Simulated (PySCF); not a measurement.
## Gas-phase XPS of 2-methyltetrahydrothiophene, computed

Species: 2-methyltetrahydrothiophene, C₅H₁₀S.
Structure used (PBE0-D3(BJ)/def2-SVP), in Å, numbered top down from 1:
```xyz
16
C5H10S angstrom
C      2.1584    0.2583   -0.3761
C      0.8665   -0.0256    0.3652
C     -0.1641   -0.8138   -0.4372
C     -1.5178   -0.5782    0.2141
C     -1.6523    0.9300    0.3827
S      0.0097    1.5366    0.8481
H      2.6608   -0.6848   -0.6473
H      1.9595    0.8277   -1.2970
H      2.8577    0.8438    0.2392
H      1.0917   -0.5702    1.2978
H     -0.1781   -0.4373   -1.4750
H      0.1056   -1.8817   -0.4789
H     -1.5435   -1.0653    1.2031
H     -2.3498   -0.9919   -0.3780
H     -2.3740    1.2087    1.1641
H     -1.9646    1.4098   -0.5583
```

Method: delta-SCF UKS SCAN, pcX-2 on the ionised atom, pcseg-1 elsewhere, spin-free X2C in PySCF 2.14.0. These are vertical core ionisation energies against the vacuum level, from separate self-consistent calculations with and without the core hole.

**Question.** What binding energy does each computed site have?

**Answer.** 
```tsv
atom(s)	bonded to	level	binding energy (eV)	above the level's lowest (eV)	count
C1	C and 3 H	C 1s	290.61	0.00	1
C2	S, 2 C and H	C 1s	291.00	+0.39	1
C3	2 C and 2 H	C 1s	290.72	+0.11	1
C4	2 C and 2 H	C 1s	290.82	+0.21	1
C5	S, C and 2 H	C 1s	290.98	+0.37	1
S6	2 C	S 1s	2476.29	0.00	1
```

The listed C 1s values span 0.39 eV, from C1 (bonded to C and 3 H) to C2 (bonded to S, 2 C and H). The values 290.98 and 291.00 eV lie too close for their order to be trusted.

**Question.** What is the longest wavelength that can ionise C 1s of C2 vertically?

**Answer.** λ = hc/E = 12398.42 eV Å / 291.00 eV = 42.606 Å.

**Question.** Express the binding energy of C 1s of C2 in atomic units and per mole.

**Answer.** 291.00 eV = 10.6941 Eh = 28077 kJ/mol.

Not every level is listed. Isolated species at its PBE0-D3(BJ)/def2-SVP geometry (one conformer only).

The run took 57 s on Intel Xeon 6975P-C, one thread, shared host with 64 logical CPUs at a one-minute load of 31, and the process peaked at 0.77 GiB of memory.
